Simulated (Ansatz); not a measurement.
# Active spaces for BH₄ (charge -1), singlet

Calculated in Ansatz's Gaussian-basis code. Basis cc-pVDZ, nonrelativistic, 1 orbital frozen in the corrections. State-specific CASSCF; RHF is the lowest restricted (open-shell) Hartree–Fock solution met. No symmetry is imposed, so a solution can break that of the shape. Lower solutions, or ones in other orbitals, may exist.

Geometry:

```json
{"atom": "B", "x (Å)": "0.0000", "y (Å)": "0.0000", "z (Å)": "0.0000"}
{"atom": "H", "x (Å)": "0.6651", "y (Å)": "0.6651", "z (Å)": "0.6651"}
{"atom": "H", "x (Å)": "0.6651", "y (Å)": "-0.6651", "z (Å)": "-0.6651"}
{"atom": "H", "x (Å)": "-0.6651", "y (Å)": "0.6651", "z (Å)": "-0.6651"}
{"atom": "H", "x (Å)": "-0.6651", "y (Å)": "-0.6651", "z (Å)": "0.6651"}
```

Task: What do CASSCF and its corrections give against RHF in CAS(8,8), and what are the occupations?

Result: CASSCF -1.471 eV, SC-NEVPT2 -3.602 eV; occupations 1.99, 1.98, 1.98, 1.98, 0.02, 0.02, 0.02, 0.02.
